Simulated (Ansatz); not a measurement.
# CH4Al− (SMILES [CH2-][AlH2]): functionals against CCSD(T) at one geometry

One table from this session's results is given with a row withheld; the runs are named, their logs left out.

The runs use Ansatz 0.2.0, Gaussian basis; single points in def2-TZVPPD.

Cores are frozen in the correlated methods.

1 further run of the same task is left out (it didn't finish).

### The system as given

SMILES `[CH2-][AlH2]`, 6 atoms, charge -1, spin multiplicity 1.

Atoms are counted from 1 here; the program's logs count them from 0.

Bond lengths: C1–Al2 1.860 Å, C1–H3 1.095 Å, C1–H4 1.113 Å, Al2–H5 1.650 Å, Al2–H6 1.691 Å. Angles: Al2–C1–H3 125.8°, Al2–C1–H4 118.4°, H3–C1–H4 114.2°, C1–Al2–H5 119.9°, C1–Al2–H6 124.8°, H5–Al2–H6 114.7°.

As a file:

```xyz
6
CH4Al
C    -0.1883   -1.1241    0.2545
Al    0.0545    0.7100    0.0619
H    -0.3184   -1.8422   -0.5623
H    -0.4593   -1.5205    1.2586
H    -0.4989    1.4767   -1.2908
H     0.6168    1.7409    1.2786
```

The first run:

Contents of run/in.yaml:

```yaml
crystal:
  periodic: [false, false, false]
  atoms:
    - {symbol: C, position_ang: [-0.188316, -1.124122, 0.254484]}
    - {symbol: Al, position_ang: [0.054509, 0.709971, 0.061948]}
    - {symbol: H, position_ang: [-0.318380, -1.842238, -0.562300]}
    - {symbol: H, position_ang: [-0.459311, -1.520533, 1.258636]}
    - {symbol: H, position_ang: [-0.498861, 1.476674, -1.290780]}
    - {symbol: H, position_ang: [0.616818, 1.740903, 1.278646]}
basis:
  gaussian: {orbitals: "def2-TZVPPD.json"}
total_charge: -1
hamiltonian: {xc: pbe, dispersion: d4}
output: {forces: true}
```

The basis file named in the input lies beside it (Basis Set Exchange, JSON).

The run is started by

```bash
> ansatz run in.yaml --threads 2 --pin off --events-out ev --progress --plain --max-ram 3481MiB
```

Among the steps run: PBE-D4/def2-TZVPPD; r2SCAN-D4/def2-TZVPPD; PBE0-D4/def2-TZVPPD; wB97M-V/def2-TZVPPD; CCSD(T)/def2-TZVPPD.

One of the session's tables, all rows but one given; the rest of the session is left out.

```
   method  RMS force component (eV/Å)  angle to CCSD(T) forces (°)
   PBE-D4                       0.273                         16.7
r2SCAN-D4                       0.326                         16.5
  PBE0-D4                           ?                            ?
  wB97M-V                       0.360                         25.3
  CCSD(T)                       0.324                    reference
```

**Question.** Estimate the row for PBE0-D4.

As computed: RMS force component (eV/Å): 0.329; angle to CCSD(T) forces (°): 20.4. In the column «RMS force component (eV/Å)» it lies between r2SCAN-D4 (0.326) and wB97M-V (0.360).
